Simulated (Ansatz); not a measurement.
Start from `CC[C@@H](C)[C@H](C)CC` and change one atom or group to get `CCC(C)CC`.

Ansatz, PBE0-D4/def2-TZVP geometries, multiplicity 1. Each molecule was computed in one conformer, which needn't be the lowest.

| property | `CC[C@@H](C)[C@H](C)CC` |
| --- | --- |
| LUMO energy (ωB97M-V/def2-TZVPP) / eV | 2.50 |
| HOMO energy (ωB97M-V/def2-TZVPP) / eV | -10.63 |
| LUMO energy (PBE/def2-TZVPP) / eV | 0.30 |
| size of the dipole moment (PBE/def2-TZVPP) / D | 0.12 |
| LUMO energy (PBE0/def2-TZVPP) / eV | 1.09 |
| HOMO energy (B3LYP/def2-TZVPP) / eV | -8.18 |

Q: Give the same properties after the change, and the shifts. (An estimate is asked.)

A: Ansatz gave: 
```csv
property,`CCC(C)CC`,shift
LUMO energy (ωB97M-V/def2-TZVPP) / eV,2.57,0.07
HOMO energy (ωB97M-V/def2-TZVPP) / eV,-10.87,-0.24
LUMO energy (PBE/def2-TZVPP) / eV,0.37,0.07
size of the dipole moment (PBE/def2-TZVPP) / D,0.11,-0.01
LUMO energy (PBE0/def2-TZVPP) / eV,1.16,0.07
HOMO energy (B3LYP/def2-TZVPP) / eV,-8.40,-0.22
```

With PBE0 the HOMO falls by 0.22 eV and the LUMO rises by 0.07 eV, so the gap widens by about 0.29 eV. PBE moves the HOMO by -0.19 eV and ωB97M-V by -0.24 eV. Dipoles are sizes alone; their direction can turn.

B3LYP here is the variant with VWN-RPA as its local correlation; programs differ in this.
